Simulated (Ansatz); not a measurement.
Basis-set extrapolation for C4H4ClF (`FC1=CCC1Cl`) (PBE0-D4/def2-TZVP geometry, frozen core, the Gaussian-basis code of Ansatz). Multiplicity 1, RHF reference.

|  | def2-TZVPP | def2-QZVPP |
| --- | --- | --- |
| HF | -712.787488 | -712.811187 |
| MP2 correlation | -1.076819 | -1.161356 |
| CCSD(T) correlation | -1.162474 | not run |

Energies in hartree. Use E(X) = E(∞) + A·exp(−7.88·√X) for Hartree–Fock and E(X) = E(∞) + B·X^(−2.97) for correlation, with X = 3 and 4, and add CCSD(T) minus MP2 of the smaller set to the MP2 limit.

What is the CCSD(T) energy at the basis-set limit?

HF limit: -712.811187 + (-0.023699) × 0.13774 = -712.81445. MP2 limit: -1.161356 + (-0.084537) × 0.74074 = -1.22398. Higher-order term: -1.162474 − (-1.076819) = -0.08566. Total: -714.12409 hartree, 457.2 kJ/mol below CCSD(T)/def2-TZVPP.
